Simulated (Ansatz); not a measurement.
# CH3O2: the cost of one run

Computed with Ansatz 0.2.0 (the levels named in each step, unless a step's input says otherwise).

### Step 1. The structure to begin with

Bond lengths: O1–C2 1.274 Å, C2–O3 1.396 Å, C2–H4 1.131 Å, C2–H5 1.130 Å, O3–H6 0.968 Å. Angles: O1–C2–O3 118.8°, O1–C2–H4 112.6°, O1–C2–H5 112.7°, O3–C2–H4 105.7°, O3–C2–H5 105.7°, H4–C2–H5 99.3°, C2–O3–H6 108.7°.

Structure file:

```xyz
6

O    -0.7028    0.4710    0.8106
C    -0.3135   -0.3379   -0.0936
O     0.9396   -0.1427   -0.6782
H    -1.0445   -0.4117   -0.9540
H    -0.3268   -1.4147    0.2500
H     1.3472    0.6408   -0.2825
```

### Step 2. A rough first relaxation, PBE-D4/def2-SVP

This run stands in another session on the same molecule. It ended at:

```xyz
6

O    -0.7106    0.4759    0.8181
C    -0.2984   -0.3381   -0.1038
O     0.9664   -0.1504   -0.7026
H    -1.0614   -0.4067   -0.9559
H    -0.3322   -1.4226    0.2639
H     1.3354    0.6467   -0.2676
```

### Step 3. Relaxation, HF/STO-3G

The input, input.yaml:

```yaml
crystal:
  periodic: [false, false, false]
  atoms:
    - { symbol: O, position_ang: [-0.71057768, 0.47594415, 0.81811369] }
    - { symbol: C, position_ang: [-0.29843181, -0.33812671, -0.10375057] }
    - { symbol: O, position_ang: [0.96644325, -0.15036533, -0.70264295] }
    - { symbol: H, position_ang: [-1.06135959, -0.40671665, -0.95590247] }
    - { symbol: H, position_ang: [-0.33219481, -1.42255621, 0.26394054] }
    - { symbol: H, position_ang: [1.33536065, 0.64667076, -0.26757824] }
magnetization:
  spin_polarized: true
  initial_magnetization: 1
basis:
  gaussian: { orbitals: STO-3G }
hamiltonian:
  xc: hf
relax:
  f_tol: 0.002
  max_steps: 150
```

The run is started by

```bash
$ ansatz run input.yaml --threads 2 --pin off --max-ram 5120MiB --backend cpu --events-out ev --progress --plain --runs-dir out
```

What time and memory should one allow on 2 threads of Arm Neoverse V2, shared host?

About 3.5 s, with a peak of 0.084 GiB.
